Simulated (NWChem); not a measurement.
# Correlation energy of FLi

SMILES: [F][Li]
```xyz
2

Li     0.0000     0.0000    -1.1467
F      0.0000     0.0000     0.3822
```
Charge 0, spin multiplicity 1.

Program: NWChem. All single points use one geometry, from B3LYP/def2-SVP, a minimum by its harmonic frequencies.

Basis set: cc-pVQZ. Each correlation energy counts from its own Hartree-Fock reference.

```json
[
 {"method": "CR-CCSD[T]", "correlation energy (mHa)": "-328.4", "difference from CCSD(T)": "+0.6"},
 {"method": "CCSD", "correlation energy (mHa)": "-319.6", "difference from CCSD(T)": "+9.4"},
 {"method": "CCSD+T(CCSD)", "correlation energy (mHa)": "-329.7", "difference from CCSD(T)": "-0.7"},
 {"method": "CCSD(T)", "correlation energy (mHa)": "-329.0", "difference from CCSD(T)": "0.0"},
 {"method": "CR-CCSD(T)", "correlation energy (mHa)": "-327.8", "difference from CCSD(T)": "+1.2"},
 {"method": "SCS-MP2", "correlation energy (mHa)": "-317.8", "difference from CCSD(T)": "+11.2"},
 {"method": "MP2", "correlation energy (mHa)": "-321.5", "difference from CCSD(T)": "+7.5"}
]
```

The values span 11.9 mHa, from CCSD+T(CCSD) (lowest) to SCS-MP2 (highest). 

The correlated methods keep 1 core orbital frozen. The structure started from a generated list of species. Coupled-cluster values serve here as a point of comparison, not as the truth.
